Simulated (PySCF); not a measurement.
Write Cartesian coordinates for `FC1(F)CC1` as optimised with PBE0-D3(BJ)/def2-SVP.

```xyz
9
C3H4F2 angstrom
F      0.2729    1.0799    1.5435
C      0.2489    0.7036    0.2587
F      0.7101    1.6965   -0.5118
C      0.5642   -0.6929   -0.0913
C     -0.8592   -0.1385   -0.2270
H      1.1294   -0.8699   -1.0095
H      0.7626   -1.3872    0.7289
H     -1.2348    0.0515   -1.2353
H     -1.6029   -0.4657    0.5036
```

Orientation and origin are arbitrary. Atoms count from 1 in this order. The 3-membered ring C2–C4–C5 has internal angles of 58.6° to 62.7°. The C–C distances run from 1.474 Å (C2–C4, drawn single) to 1.534 Å (C4–C5, drawn single), a spread of 0.060 Å.

Bonds between heavy atoms (Å): F1–C2 1.339, C2–F3 1.339, C2–C4 1.474, C4–C5 1.534, C2–C5 1.474.

Computed, not measured: PBE0-D3(BJ)/def2-SVP geometry optimisation, gas phase (PySCF 2.14.0).

Point group: C2v (every atom within 0.08 Å of its image). PBE0-D3(BJ)/def2-SVP frequencies: not computed here.
